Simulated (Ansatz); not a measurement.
## Two structures, one formula

The two ends of one reaction step of CH$_{5}$AlO, singlet (PBE0-D4/def2-TZVP).

A:

Al1  (-1.454, -0.619, -0.035)
O2  (-0.226, 0.494, -0.342)
C3  (1.131, 0.558, -0.016)
H4  (1.335, 1.458, 0.573)
H5  (-2.878, -0.265, -0.614)
H6  (-1.110, -1.924, 0.798)
H7  (1.467, -0.311, 0.564)
H8  (1.735, 0.610, -0.928)
(Å)

B:

| atom | x (Å) | y (Å) | z (Å) |
| --- | --- | --- | --- |
| Al1 | -1.2254 | -0.2782 | 0.4823 |
| O2 | 0.3409 | -0.3441 | -0.7723 |
| C3 | 1.3667 | 0.2742 | -0.5922 |
| H4 | -0.5265 | 0.7401 | 1.5150 |
| H5 | -2.3291 | 0.3153 | -0.5032 |
| H6 | -1.2965 | -1.8154 | 0.8984 |
| H7 | 1.4854 | 0.9169 | 0.2921 |
| H8 | 2.1844 | 0.1911 | -1.3199 |

Ansatz 0.2.0; basis: def2-TZVPP; cores frozen in the correlated methods. B3LYP uses VWN-RPA correlation.

(1) Which structure is lower at CCSD(T), and by how much? (To be estimated.)

No T1 diagnostic of these runs exceeds 0.016.

Results:

(1) By the calculation: A, by 1.617 eV (electronic energy, against the other). By their contacts, A is CH₅AlO ([CH3][O][AlH2]) and B is CH₅AlO ([CH2][O][AlH3]).

All methods give the same order:

```tsv
method	E(B) − E(A) (eV)
SPW92	1.795
PBE-D4	1.626
BLYP-D4	1.560
r2SCAN-D4	1.689
B97M-V	1.538
PBE0-D4	1.714
B3LYP-D4	1.647
r2SCAN0-D4	1.755
BHLYP-D4	1.708
CAM-B3LYP-D4	1.704
wB97X-V	1.663
wB97M-V	1.657
B2PLYP	1.671
PBE-QIDH	1.762
RPA on PBE	1.570
HF	1.539
MP2	1.739
CCSD	1.647
CCSD(T)	1.617
```

Labels in which every atom is bracketed show which atoms are joined, not bond orders.

For scale, one of the runs: CCSD(T)/def2-TZVPP, 174 basis functions, launched by `ansatz run in.yaml --threads 2 --pin off --events-out ev --progress --plain --max-ram 4352MiB`. Hardware: 2 CPU threads of an Intel Xeon Platinum 8259CL, shared host. Wall time 19 s; peak host memory 1.5 GiB.
